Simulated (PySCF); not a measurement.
Two structures of SiH5SF, singlet, reached by relaxing down either side of one saddle point (PBE0-D4/def2-TZVP). Energies are electronic, without zero-point energy. PySCF 2.14 with density fitting (its default auxiliary sets; JK sets also for MP2 and CCSD(T)); basis: def2-TZVPP and def2-QZVPP; cores frozen in the correlated methods. Extrapolation: Hartree–Fock as exp(−7.88 √X), correlation as X^−2.97. First:

Si1  (-0.404, 0.644, -1.099)
F2  (1.157, 0.368, -0.845)
H3  (-1.095, -0.653, -1.274)
H4  (-0.948, 1.395, 0.054)
H5  (-0.505, 1.457, -2.336)
H6  (1.258, -1.330, 1.154)
S7  (0.192, -1.389, 1.966)
H8  (0.529, -0.243, 2.576)
(Å)

Second:

Si1  (-1.056, 0.340, -0.106)
F2  (2.238, -0.854, -1.239)
H3  (-1.653, -0.751, -0.908)
H4  (-2.100, 1.045, 0.677)
H5  (-0.326, 1.300, -0.965)
H6  (1.749, -0.867, -0.440)
S7  (0.313, -0.668, 1.222)
H8  (0.832, 0.461, 1.735)
(Å)

Q: Which bonds change from the first to the second?

A: SiH₃F ([F][SiH3]) + H₂S → SiH₄S ([SiH3][SH]) + HF; bonds formed: Si1–S7, F2–H6; bonds broken: Si1–F2, H6–S7.

Q: Give the saddle point's structure and its height above each. (To be estimated.)

A: By the calculation: 45.33 kcal/mol above the first and 31.52 kcal/mol above the second (CCSD(T) at an estimated basis limit (MP2 extrapolated from triple and quadruple zeta, plus CCSD(T) − MP2 in triple zeta)).
```xyz
8
angstrom
Si -0.5289 0.1460 -0.5831
F 1.2407 -0.5257 -0.8076
H -1.0665 -1.0205 -1.3157
H -1.7397 0.7209 0.0904
H -0.0437 1.3291 -1.3364
H 1.2301 -0.7267 0.4394
S 0.2507 -0.5797 1.5879
H 0.6572 0.6568 1.9250
```

The T1 diagnostic stays at or below 0.013.

Labels in which every atom is bracketed show which atoms are joined, not bond orders.

For scale, one of the runs: CCSD(T)/def2-TZVPP, 185 basis functions, launched by `OMP_NUM_THREADS=4 python run.py`. Time: 7.6 min of wall clock on 4 CPU threads of an Intel Xeon; the host was shared. Peak host memory: 1.9 GiB.
